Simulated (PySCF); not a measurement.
Molecule (SMILES): ClF (F-Cl).
Geometry (B3LYP-D3(BJ)/def2-TZVP, fixed):
```xyz
2

F      0.0000     0.0000    -1.0729
Cl     0.0000     0.0000     0.5680
```
Charge 0, spin multiplicity 1.

Basis-set convergence of the mean static polarisability at HF with PySCF. All functions are spherical. Density fitting with generated auxiliary sets. No added dispersion term, no relativity. Reference: the value in aug-cc-pV(5+d)Z, 17.66 bohr³. Deviations are taken from unrounded values.

```
basis            functions  mean static polarisability (bohr³)
---------------  ---------  ----------------------------------
def2-SVP                32                               10.09
def2-SVPD               50                               17.16
pcseg-1                 32                               10.83
aug-pcseg-1             50                               17.63
cc-pV(D+d)Z             37                                9.97
aug-cc-pV(D+d)Z         55                               16.57
6-311G**                44                                9.65
6-311+G**               52                               11.87
pcseg-2                 64                               11.62
aug-pcseg-2             96                               17.66
def2-TZVP               68                               12.94
def2-TZVPD              86                               17.65
cc-pV(T+d)Z             69                               12.99
aug-cc-pV(T+d)Z        101                               17.46
def2-TZVPP              73                               12.99
def2-TZVPPD             91                               17.66
cc-pV(Q+d)Z            119                               15.22
aug-cc-pV(Q+d)Z        169                               17.64
pcseg-3                124                               15.20
aug-pcseg-3            174                               17.68
def2-QZVPP             127                               15.43
def2-QZVPPD            145                               17.65
cc-pV(5+d)Z            191                               16.02
aug-cc-pV(5+d)Z        263                               17.66
```

What the diffuse functions change, pair by pair:
- def2-SVP to def2-SVPD: 18 more functions, deviation -42.9 to -2.8 %
- pcseg-1 to aug-pcseg-1: 18 more functions, deviation -38.7 to -0.2 %
- cc-pV(D+d)Z to aug-cc-pV(D+d)Z: 18 more functions, deviation -43.6 to -6.2 %
- 6-311G** to 6-311+G**: 8 more functions, deviation -45.4 to -32.8 %
- pcseg-2 to aug-pcseg-2: 32 more functions, deviation -34.2 to 0.0 %
- def2-TZVP to def2-TZVPD: 18 more functions, deviation -26.7 to 0.0 %
- cc-pV(T+d)Z to aug-cc-pV(T+d)Z: 32 more functions, deviation -26.5 to -1.2 %
- def2-TZVPP to def2-TZVPPD: 18 more functions, deviation -26.4 to 0.0 %
- cc-pV(Q+d)Z to aug-cc-pV(Q+d)Z: 50 more functions, deviation -13.8 to -0.1 %
- pcseg-3 to aug-pcseg-3: 50 more functions, deviation -13.9 to 0.1 %
- def2-QZVPP to def2-QZVPPD: 18 more functions, deviation -12.6 to 0.0 %
- cc-pV(5+d)Z to aug-cc-pV(5+d)Z: 72 more functions, deviation -9.3 to 0.0 %

Leaving out the reference's own pair, they bring the value nearer the reference by more than 0.1 % in 11 of 11 pairs.
